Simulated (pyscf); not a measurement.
H₂Al–PH₂ + PH₃ → H₂P–AlH–PH₂ + hydrogen (H₂), a four-centre exchange (singlet surface; Al–H, H–P broken, Al–P, H–H formed). Structures and frequencies: ωB97X-D3(BJ)/def2-SVP in PySCF. Energies in eV from the separated reactants.

Small-basis levels: PySCF, no dispersion term, spherical d functions. 

Task: Quick BP86/6-31G* single points give ΔE‡ = 0.80 eV and ΔE = -0.35 eV. What does ωB97M-D3(BJ)/def2-TZVP give, and how far is the quick result from it?

Result: ωB97M-D3(BJ)/def2-TZVP gives ΔE‡ = 0.87 eV and ΔE = -0.28 eV. BP86/6-31G* lies 0.07 eV under it in the barrier and 0.07 eV under it in the reaction energy, so on this step it holds to within 0.13 eV. ωB97M-D3(BJ)/def2-TZVP has limits of its own. On the reactant side the descent ends in a complex (not fully relaxed), 0.23 eV under the separated species and 0.96 eV under the saddle at ωB97X-D3(BJ)/def2-TZVP. At the saddle there is also a short Al–H contact that neither side keeps. At ωB97X-D3(BJ)/def2-TZVP the barrier from the zero used here is 0.73 eV. One saddle was located; it need not be the lowest between these sides.
